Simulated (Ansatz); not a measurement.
A made-up structure of CH5B2, doublet:

```xyz
8
angstrom
B 0.1088 0.3735 0.4243
C -0.8484 0.7690 -0.6812
B 0.7415 -1.0021 0.4702
H -1.6541 0.1297 -0.9376
H -0.7114 1.6667 -1.2279
H 0.4847 1.1827 1.1498
H 1.9263 -1.1340 0.5959
H 0.0585 -1.9795 0.3472
```

It is relaxed with PBE-D4/def2-SVP and then PBE0-D4/def2-TZVP (Ansatz 0.2.0). Atoms count as bonded within 1.22 times the sum of their covalent radii (H–H: 0.88 Å). The end point is not checked to be a true minimum.

Problem. Does its bonding change? (Judge from chemistry; the calculation decides.)

Solution. Computed: No: no bond forms or breaks.

Where it ends: The first stage lowers the energy by 0.67 eV in 15 steps. It ends as CH₅B₂ ([BH2][BH][CH2]):
B1  (0.065, 0.367, 0.359)
C2  (-0.826, 0.858, -0.765)
B3  (0.776, -1.110, 0.509)
H4  (-1.443, 0.202, -1.374)
H5  (-0.885, 1.906, -1.049)
H6  (0.309, 1.137, 1.260)
H7  (1.895, -1.335, 0.140)
H8  (0.215, -2.019, 1.061)
(Å)

Labels in which every atom is bracketed show which atoms are joined, not bond orders.

For scale, one of the runs: PBE0-D4/def2-TZVP relaxation, 123 basis functions, launched by `ansatz run in.yaml --threads 2 --pin off --events-out ev --progress --plain --max-ram 4352MiB`. Hardware: 2 CPU threads of an Arm Neoverse V1, shared host. Wall time about 27 s.
